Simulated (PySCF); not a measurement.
Molecule: SMILES FC(F)Cl, CHClF₂.

Atoms are numbered as in `[F:1][CH:2]([F:3])[Cl:4]`. Each H is labelled by its parent atom.

Geometry PBE0-D3(BJ)/def2-SVP throughout; GIAO in PySCF, gas phase, one conformer, non-relativistic; equivalent atoms averaged; basis pcSseg-2.

Q: How do the shifts δ (against CFCl3, TMS, HCl at the same level) depend on the functional? (ppm; last column core-seconds on shared hosts with different chips, so compare them loosely; the GGAs took longer than the global hybrids here, which isn't the general rule, and the cause wasn't traced)

A: 
```
functional                    kind  F1/F3     C2    Cl4  H(C2)  core-s
        HF            Hartree–Fock  -57.2  110.4  252.6   6.49     3.4
       LDA                     LDA  -92.0  138.0  367.6   7.51     7.8
       PBE                     GGA  -89.6  134.3  336.2   7.44     9.5
      BLYP                     GGA  -87.6  135.3  346.4   7.47     9.5
      BP86                     GGA  -90.5  134.1  334.5   7.44     9.1
      OPBE                     GGA  -87.7  129.5  304.5   7.37     9.2
       KT2                     GGA  -94.9  129.6  320.2   7.45      10
       KT3                     GGA  -89.7  128.2  307.5   7.40     9.6
     B97-D                     GGA  -87.2  131.4  322.4   7.41     9.6
     B3LYP           global hybrid  -79.8  130.7  327.7   7.20     6.3
      PBE0           global hybrid  -79.7  128.6  311.7   7.10     6.3
  mPW1PW91           global hybrid  -79.4  128.7  310.7   7.09     6.2
      WP04           global hybrid  -79.4  133.9  319.9   7.09     5.1
     B97-2           global hybrid  -79.7  127.5  304.2   7.12       5
 BHandHLYP           global hybrid  -69.9  123.4  301.9   6.88     5.1
 CAM-B3LYP  range-separated hybrid  -71.9  129.8  330.4   7.08     6.9
   wB97X-D  range-separated hybrid  -75.1  128.1  310.3   7.00     6.6
   LC-wPBE  range-separated hybrid  -65.0  129.4  314.4   6.93     8.8
```

Q: Which nucleus moves most, in ppm?

A: Cl4 (chlorine bonded to C): from 252.6 ppm with HF to 367.6 ppm with LDA. The smallest spread is 1.01 ppm, at H(C2). Proton shifts span only some 12 ppm, so a few tenths of a ppm matter as much there as several ppm in carbon.
